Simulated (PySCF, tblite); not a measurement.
# C5H11P: a rotation path, then NMR shifts on frames

How do NMR shifts of C5H11P (`CCCP1CC1`) change as the atoms move?

Programs: tblite 0.8.0 and PySCF 2.14.0, with density-fitted response routines of our own. Each step states its level of theory. These are calculated values for one molecule in the gas phase, unless marked as measured. Atoms count from 0, in the outputs and in this text.

**1. The starting structure**

17 atoms, charge 0, multiplicity 1; geometry from: GFN2-xTB.

Bonds of the start (Å): C0–C1 1.52, C1–C2 1.53, C2–P3 1.87, P3–C4 1.84, C4–C5 1.51, C5–P3 1.84, C0–H6 1.09, C0–H7 1.09, C0–H8 1.09, C1–H9 1.09, C1–H10 1.09, C2–H11 1.09, C2–H12 1.09, C4–H13 1.08, C4–H14 1.08, C5–H15 1.08, C5–H16 1.08.

**2. The rotation path with GFN2-xTB**

The job: settings as JSON, then the geometry in Å.

```
{"job": {"kind": "neb", "xc": "GFN2-xTB", "basis": "xTB", "atoms": [0, 1, 2, 3], "turn": 120}, "charge": 0, "multiplicity": 1}
C     -2.046265     0.602702     0.179164
C     -1.635726    -0.784090    -0.295343
C     -0.148714    -1.046529    -0.072032
P      0.925264     0.097375    -1.096680
C      2.481589    -0.035449    -0.120403
C      1.633818     1.156084     0.235455
H     -3.106250     0.770730     0.003827
H     -1.851061     0.716990     1.243710
H     -1.482402     1.363098    -0.359417
H     -2.215611    -1.540893     0.240059
H     -1.862210    -0.883352    -1.359673
H      0.088762    -2.069147    -0.382875
H      0.100611    -0.945301     0.987419
H      2.560483    -0.838421     0.600609
H      3.405162     0.156359    -0.649849
H      2.001957     2.128109    -0.064698
H      1.143596     1.163768     1.199741
```

Level: GFN2-xTB climbing-image nudged elastic band, gas phase.

On the command line:

```
$ OMP_NUM_THREADS=1 python probes_run.py task.json out
```

This one command runs all jobs of the session in turn.

Standard output:

```text
image   E - E0 / eV
  0       0.0000
  1       0.0235
  2       0.0785
  3       0.1348
  4       0.1551
  5       0.1248
  6       0.0706
  7       0.0245
  8       0.0013
```

It took 3.1 s on 1 thread of Arm Neoverse V1, shared host; peak memory 0.19 GiB.

The final band, with the dihedral C0–C1–C2–P3:

| image | dihedral (°) | energy (eV) | energy (kcal/mol) |
| --- | --- | --- | --- |
| 0 | -64 | 0.000 | 0.0 |
| 1 | -50 | 0.023 | 0.5 |
| 2 | -35 | 0.079 | 1.8 |
| 3 | -18 | 0.135 | 3.1 |
| 4 | 0 | 0.155 | 3.6 |
| 5 | 18 | 0.125 | 2.9 |
| 6 | 34 | 0.071 | 1.6 |
| 7 | 51 | 0.024 | 0.6 |
| 8 | 64 | 0.001 | 0.0 |

**3. Shielding tensors: image 0, PBE0/pcSseg-1**

The job: settings as JSON, then the geometry in Å.

```
{"job": {"kind": "nmr", "xc": "PBE0", "basis": "pcSseg-1", "pop": false}, "charge": 0, "multiplicity": 1}
C     -2.046300     0.602700     0.179200
C     -1.635700    -0.784100    -0.295300
C     -0.148700    -1.046500    -0.072000
P      0.925300     0.097400    -1.096700
C      2.481600    -0.035400    -0.120400
C      1.633800     1.156100     0.235500
H     -3.106200     0.770700     0.003800
H     -1.851100     0.717000     1.243700
H     -1.482400     1.363100    -0.359400
H     -2.215600    -1.540900     0.240100
H     -1.862200    -0.883400    -1.359700
H      0.088800    -2.069100    -0.382900
H      0.100600    -0.945300     0.987400
H      2.560500    -0.838400     0.600600
H      3.405200     0.156400    -0.649800
H      2.002000     2.128100    -0.064700
H      1.143600     1.163800     1.199700
```

With the program's defaults for keys left out, this is: GIAO PBE0/pcSseg-1 NMR shielding, non-relativistic, gas phase.

Standard output:

```text
coarse grid: 13880 points
cycle   1  E = -537.9859661792  dE =  5.224e-01  |g| = 4.103e-01  |ddm| = 3.594e+00
cycle   2  E = -537.9698968162  dE =  1.607e-02  |g| = 4.849e-01  |ddm| = 7.516e-01
cycle   3  E = -538.0311022218  dE = -6.121e-02  |g| = 4.507e-02  |ddm| = 4.520e-01
cycle   4  E = -538.0315442262  dE = -4.420e-04  |g| = 2.483e-02  |ddm| = 1.055e-01
cycle   5  E = -538.0317094939  dE = -1.653e-04  |g| = 5.824e-03  |ddm| = 3.263e-02
cycle   6  E = -538.0317175451  dE = -8.051e-06  |g| = 1.989e-03  |ddm| = 8.418e-03
final grid: 127064 points
cycle   7  E = -538.0696744120  dE = -4.458e-05  |g| = 9.705e-03  |ddm| = 3.145e-02
cycle   8  E = -538.0696589000  dE =  1.551e-05  |g| = 1.242e-02  |ddm| = 1.974e-02
cycle   9  E = -538.0696988501  dE = -3.995e-05  |g| = 6.164e-04  |ddm| = 1.212e-02
cycle  10  E = -538.0696989438  dE = -9.372e-08  |g| = 2.476e-04  |ddm| = 1.225e-03
cycle  11  E = -538.0696989589  dE = -1.505e-08  |g| = 7.774e-05  |ddm| = 2.999e-04
cycle  12  E = -538.0696989604  dE = -1.510e-09  |g| = 2.323e-05  |ddm| = 1.043e-04
cycle  13  E = -538.0696989605  dE = -1.371e-10  |g| = 4.901e-06  |ddm| = 2.585e-05
converged SCF energy = -538.0696989605

GIAO shielding tensors (ppm)
atom      isotropic    diamagn.    paramagn.     s11        s22        s33       span
  0 C      170.047     248.407     -78.361    159.569    167.986    182.585     23.016
  1 C      161.671     246.741     -85.070    155.120    158.952    170.941     15.821
  2 C      146.203     253.210    -107.007    122.301    149.449    166.860     44.559
  3 P      585.957     966.663    -380.706    347.124    426.342    984.407    637.283
  4 C      180.122     258.074     -77.951    149.054    178.653    212.661     63.607
  5 C      175.318     255.406     -80.088    138.287    175.453    212.214     73.927
  6 H       30.542      28.458       2.084     25.765     27.554     38.306     12.541
  7 H       31.157      31.022       0.135     27.052     29.446     36.973      9.921
  8 H       30.138      31.071      -0.933     25.236     31.834     33.343      8.107
  9 H       30.005      29.810       0.195     24.322     28.142     37.552     13.229
 10 H       30.223      30.453      -0.230     25.689     28.797     36.183     10.495
 11 H       29.750      31.864      -2.114     23.742     29.777     35.731     11.989
 12 H       31.910      34.208      -2.298     27.007     32.055     36.669      9.662
 13 H       31.067      32.426      -1.359     24.809     28.560     39.834     15.025
 14 H       30.934      30.461       0.472     24.953     25.619     42.229     17.275
 15 H       30.926      30.898       0.027     25.107     25.648     42.022     16.915
 16 H       31.100      33.117      -2.016     25.707     28.383     39.211     13.504
```

It took 24 s on 1 thread of Arm Neoverse V1, shared host; peak memory 0.77 GiB.

The references, computed at this level on geometries of the same kind, shield at (ppm): 1H TMS 31.72, 13C TMS 186.9, 31P H3PO4 318.4. Their shielding less the atom's gives the shift. The references are single molecules in the gas phase, so shifts against H2O, NH3, PH3, H3PO4 or CFCl3 are not on the usual liquid scales and can be off by tens of ppm. Each atom is listed at this fixed geometry, with no averaging over motion; a spectrum would average atoms that exchange fast.

| atoms | environment | σ (ppm) | δ (ppm) |
| --- | --- | --- | --- |
| C2 | sp3 CH2 bonded to P | 146.2 | 40.7 |
| C1 | sp3 CH2 | 161.7 | 25.3 |
| C0 | methyl carbon | 170.0 | 16.9 |
| C5 | three-membered-ring carbon | 175.3 | 11.6 |
| C4 | three-membered-ring carbon | 180.1 | 6.8 |
| H11 | hydrogen on an sp3 CH2 bonded to P | 29.75 | 1.97 |
| H9 | hydrogen on an sp3 CH2 | 30.01 | 1.71 |
| H8 | hydrogen on a methyl carbon | 30.14 | 1.58 |
| H10 | hydrogen on an sp3 CH2 | 30.22 | 1.49 |
| H6 | hydrogen on a methyl carbon | 30.54 | 1.18 |
| H15 | hydrogen on a three-membered-ring carbon | 30.93 | 0.79 |
| H14 | hydrogen on a three-membered-ring carbon | 30.93 | 0.78 |
| H13 | hydrogen on a three-membered-ring carbon | 31.07 | 0.65 |
| H16 | hydrogen on a three-membered-ring carbon | 31.10 | 0.62 |
| H7 | hydrogen on a methyl carbon | 31.16 | 0.56 |
| H12 | hydrogen on an sp3 CH2 bonded to P | 31.91 | -0.19 |
| P3 | phosphorus bonded to 3 C, in a 3-membered ring | 586.0 | -267.6 |

Ring of atoms P3, C4, C5: NICS(0) -39.1, NICS(1) -9.8, NICS(1)zz -24.3 ppm (means of both faces).

In rings of three or four atoms NICS is ruled by the nearby σ bonds, so it says little on aromaticity.

The fields below are evaluated on a grid from the run's orbitals.

Frontier orbitals at PBE0/pcSseg-1, with the share of their density that lies nearest to each atom:

| orbital | energy (eV) | lies on |
| --- | --- | --- |
| HOMO | -7.04 | P3 59 %; C2, C4, C5 about 8 % each |
| LUMO | 0.76 | P3 38 %; C4 13 %; H8 9 % |

ELF in a plane through or near 8 of the atoms.

Values, 10 rows by 14 columns:
```
0.00 0.00 0.00 0.00 0.00 0.00 0.00 0.00 0.00 0.00 0.00 0.00 0.00 0.00
0.00 0.00 0.00 0.00 0.00 0.00 0.00 0.00 0.00 0.00 0.00 0.00 0.00 0.00
0.00 0.00 0.00 0.08 0.87 0.38 0.01 0.00 0.12 0.03 0.02 0.00 0.00 0.00
0.00 0.00 0.00 0.30 0.99 0.82 0.25 0.05 0.95 0.53 0.95 0.93 0.00 0.00
0.00 0.00 0.05 0.14 0.68 0.22 0.71 0.03 0.61 0.46 0.98 0.96 0.01 0.00
0.00 0.00 0.87 0.97 0.72 0.64 0.54 0.62 0.62 0.45 0.12 0.01 0.00 0.00
0.00 0.00 0.30 0.49 0.59 0.45 0.50 0.15 0.79 0.72 0.68 0.04 0.00 0.00
0.00 0.00 0.00 0.01 0.05 0.02 0.56 1.00 0.16 0.12 0.20 0.00 0.00 0.00
0.00 0.00 0.00 0.00 0.00 0.00 0.10 0.77 0.03 0.00 0.00 0.00 0.00 0.00
0.00 0.00 0.00 0.00 0.00 0.00 0.00 0.00 0.00 0.00 0.00 0.00 0.00 0.00
```
The map spans 12.0 Å across and 9.4 Å up, centred on the molecule. Atoms in the plane (x, y in Å): C0 (2.0, 0.9), C1 (1.7, -0.6), C2 (0.3, -1.0), C4 (-2.5, -0.4), C5 (-1.8, 1.0), H6 (3.0, 1.1), H11 (0.2, -2.1), H15 (-2.2, 1.8).

log10 of the density (e/Å³) in the same plane.

Values, 10 rows by 14 columns:
```
-4.0 -4.0 -4.0 -4.0 -4.0 -4.0 -4.0 -4.0 -4.0 -4.0 -4.0 -4.0 -4.0 -4.0
-4.0 -4.0 -4.0 -3.8 -3.2 -3.2 -3.8 -4.0 -3.6 -3.6 -3.9 -4.0 -4.0 -4.0
-4.0 -4.0 -3.8 -2.4 -1.5 -1.6 -2.4 -2.7 -2.1 -2.1 -2.4 -3.0 -4.0 -4.0
-4.0 -4.0 -3.0 -1.5  0.0 -0.1 -1.1 -1.5 -0.4 -0.4 -0.6 -1.5 -3.0 -4.0
-4.0 -3.4 -2.1 -1.1 -0.1  0.4 -0.4 -1.3 -0.2  1.0  0.0 -1.2 -2.9 -4.0
-4.0 -2.9 -1.3  0.0  2.0 -0.1 -0.3 -0.2  0.0  0.2 -1.0 -2.2 -3.5 -4.0
-4.0 -3.2 -1.8 -0.8 -0.3 -0.6 -0.4  0.4  0.0  0.1 -0.8 -2.3 -3.8 -4.0
-4.0 -4.0 -3.1 -2.4 -1.9 -1.9 -1.1  0.0 -1.2 -1.5 -1.8 -2.9 -4.0 -4.0
-4.0 -4.0 -4.0 -4.0 -3.7 -3.3 -2.3 -1.7 -2.4 -3.1 -3.5 -4.0 -4.0 -4.0
-4.0 -4.0 -4.0 -4.0 -4.0 -4.0 -4.0 -3.7 -4.0 -4.0 -4.0 -4.0 -4.0 -4.0
```
The map spans 12.0 Å across and 9.4 Å up, centred on the molecule. Atoms in the plane (x, y in Å): C0 (2.0, 0.9), C1 (1.7, -0.6), C2 (0.3, -1.0), C4 (-2.5, -0.4), C5 (-1.8, 1.0), H6 (3.0, 1.1), H11 (0.2, -2.1), H15 (-2.2, 1.8).

On the surface of density 0.002 e/bohr³ the electrostatic potential runs, from the 1st to the 99th percentile, from -0.97 V near P3 to 0.75 V near H16.

**4. Shielding tensors: image 2, PBE0/pcSseg-1**

The job: settings as JSON, then the geometry in Å.

```
{"job": {"kind": "nmr", "xc": "PBE0", "basis": "pcSseg-1", "pop": false}, "charge": 0, "multiplicity": 1}
C     -2.034900     0.672100    -0.059500
C     -1.654600    -0.800800    -0.146100
C     -0.141100    -1.047100    -0.126300
P      0.855500     0.286600    -0.991700
C      2.480300     0.014800    -0.167200
C      1.626200     1.065900     0.490800
H     -3.116600     0.778300    -0.012500
H     -1.602000     1.139400     0.822000
H     -1.675900     1.203000    -0.940200
H     -2.103800    -1.337100     0.694600
H     -2.080000    -1.216000    -1.061600
H      0.074100    -1.994300    -0.630500
H      0.217500    -1.128100     0.902800
H      2.653800    -0.913000     0.362200
H      3.348800     0.362000    -0.711900
H      1.944100     2.096200     0.405800
H      1.201600     0.830300     1.458200
```

With the program's defaults for keys left out, this is: GIAO PBE0/pcSseg-1 NMR shielding, non-relativistic, gas phase.

Standard output:

```text
coarse grid: 13880 points
cycle   1  E = -537.9820594107  dE =  5.197e-01  |g| = 4.082e-01  |ddm| = 3.609e+00
cycle   2  E = -537.9667751546  dE =  1.528e-02  |g| = 4.798e-01  |ddm| = 7.501e-01
cycle   3  E = -538.0267448289  dE = -5.997e-02  |g| = 4.416e-02  |ddm| = 4.480e-01
cycle   4  E = -538.0271598900  dE = -4.151e-04  |g| = 2.487e-02  |ddm| = 1.035e-01
cycle   5  E = -538.0273253854  dE = -1.655e-04  |g| = 5.578e-03  |ddm| = 3.251e-02
cycle   6  E = -538.0273326071  dE = -7.222e-06  |g| = 2.033e-03  |ddm| = 8.315e-03
final grid: 127064 points
cycle   7  E = -538.0655371037  dE = -3.988e-05  |g| = 9.836e-03  |ddm| = 3.101e-02
cycle   8  E = -538.0655213584  dE =  1.575e-05  |g| = 1.256e-02  |ddm| = 2.010e-02
cycle   9  E = -538.0655623075  dE = -4.095e-05  |g| = 6.040e-04  |ddm| = 1.230e-02
cycle  10  E = -538.0655623975  dE = -8.995e-08  |g| = 2.420e-04  |ddm| = 1.155e-03
cycle  11  E = -538.0655624117  dE = -1.420e-08  |g| = 6.926e-05  |ddm| = 2.786e-04
cycle  12  E = -538.0655624128  dE = -1.146e-09  |g| = 2.470e-05  |ddm| = 9.962e-05
cycle  13  E = -538.0655624130  dE = -1.610e-10  |g| = 4.741e-06  |ddm| = 2.880e-05
converged SCF energy = -538.0655624130

GIAO shielding tensors (ppm)
atom      isotropic    diamagn.    paramagn.     s11        s22        s33       span
  0 C      170.989     248.885     -77.896    162.373    170.586    180.007     17.634
  1 C      164.667     245.467     -80.800    154.622    164.921    174.457     19.835
  2 C      148.064     253.346    -105.281    119.349    150.563    174.281     54.933
  3 P      590.727     966.780    -376.053    345.297    449.354    977.530    632.233
  4 C      180.558     258.043     -77.485    150.403    179.258    212.014     61.611
  5 C      173.703     255.754     -82.051    133.700    175.042    212.368     78.668
  6 H       30.666      28.291       2.375     25.877     27.635     38.487     12.610
  7 H       30.766      31.511      -0.745     25.805     30.905     35.589      9.784
  8 H       29.804      30.473      -0.669     25.021     30.931     33.461      8.440
  9 H       29.997      29.940       0.057     24.596     28.141     37.255     12.659
 10 H       30.112      29.918       0.194     24.679     28.832     36.826     12.147
 11 H       29.750      31.804      -2.053     23.864     29.772     35.615     11.751
 12 H       31.657      34.193      -2.536     25.918     32.476     36.578     10.660
 13 H       31.007      32.275      -1.269     24.884     28.414     39.721     14.837
 14 H       31.022      30.593       0.429     24.919     25.744     42.403     17.484
 15 H       30.802      31.061      -0.259     25.098     25.567     41.741     16.643
 16 H       31.262      33.229      -1.967     26.056     28.433     39.297     13.241
```

It took 17 s on 1 thread of Arm Neoverse V1, shared host; peak memory 0.82 GiB.

Key values: δ C2 38.9, C1 22.3, C0 15.9, C5 13.2, H11 1.97, H8 1.91 ppm.

(Part 1 of 2 ends here.)
